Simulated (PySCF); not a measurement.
# Basis-set dependence of excited states

Compound: PH3O.
SMILES: `O=[PH3]`

TDDFT with PBE0 (PySCF), vertical singlets, core orbitals frozen in the response, spherical d and f functions. Geometry: PBE0-D3(BJ)/def2-SVP; no solvent, vibrations or thermal averaging.

```json
{"basis": "6-31G*", "functions": "38", "diffuse": "no", "S1 (eV)": "6.83", "S2 (eV)": "6.83", "S3 (eV)": "8.27", "S4 (eV)": "8.54", "S5 (eV)": "8.54", "LUMO (eV)": "0.74", "α (au)": "22.1"}
{"basis": "6-31+G*", "functions": "46", "diffuse": "yes", "S1 (eV)": "6.35", "S2 (eV)": "6.35", "S3 (eV)": "6.90", "S4 (eV)": "6.90", "S5 (eV)": "8.24", "LUMO (eV)": "-0.47", "α (au)": "25.5"}
{"basis": "def2-SVP", "functions": "47", "diffuse": "no", "S1 (eV)": "7.08", "S2 (eV)": "7.09", "S3 (eV)": "7.73", "S4 (eV)": "7.74", "S5 (eV)": "8.06", "LUMO (eV)": "0.94", "α (au)": "23.7"}
{"basis": "def2-SVPD", "functions": "71", "diffuse": "yes", "S1 (eV)": "6.57", "S2 (eV)": "6.57", "S3 (eV)": "7.34", "S4 (eV)": "7.34", "S5 (eV)": "7.79", "LUMO (eV)": "-0.06", "α (au)": "30.0"}
{"basis": "aug-cc-pVDZ", "functions": "77", "diffuse": "yes", "S1 (eV)": "6.34", "S2 (eV)": "6.34", "S3 (eV)": "6.77", "S4 (eV)": "6.77", "S5 (eV)": "7.58", "LUMO (eV)": "-0.54", "α (au)": "30.3"}
{"basis": "def2-TZVP", "functions": "86", "diffuse": "no", "S1 (eV)": "6.54", "S2 (eV)": "6.55", "S3 (eV)": "7.63", "S4 (eV)": "7.63", "S5 (eV)": "7.90", "LUMO (eV)": "0.08", "α (au)": "26.6"}
{"basis": "def2-TZVPD", "functions": "110", "diffuse": "yes", "S1 (eV)": "6.35", "S2 (eV)": "6.36", "S3 (eV)": "7.12", "S4 (eV)": "7.12", "S5 (eV)": "7.65", "LUMO (eV)": "-0.33", "α (au)": "30.3"}
{"basis": "aug-cc-pVTZ", "functions": "165", "diffuse": "yes", "S1 (eV)": "6.30", "S2 (eV)": "6.30", "S3 (eV)": "6.84", "S4 (eV)": "6.84", "S5 (eV)": "7.57", "LUMO (eV)": "-0.57", "α (au)": "30.6"}
```

Problem. Compare the sets with the largest diffuse one.

Solution. States are compared by their number. Against the largest diffuse basis here (aug-cc-pVTZ, itself not a converged limit), sets without diffuse functions differ by up to 0.79 eV in S1 and 0.97 eV in S5; the smaller diffuse sets differ by up to 0.27 and 0.67 eV. State by state, the largest deviation of a set without diffuse functions is S1 0.79, S2 0.79, S3 1.43, S4 1.70, S5 0.97 eV. The same number needn't mean the same state in each row. Against aug-cc-pVTZ the polarisability deviates by -28% in 6-31G*, -17% in 6-31+G*, -23% in def2-SVP, -2% in def2-SVPD, -1% in aug-cc-pVDZ, -13% in def2-TZVP, -1% in def2-TZVPD. A single + in a Pople set puts diffuse functions on heavy atoms only.
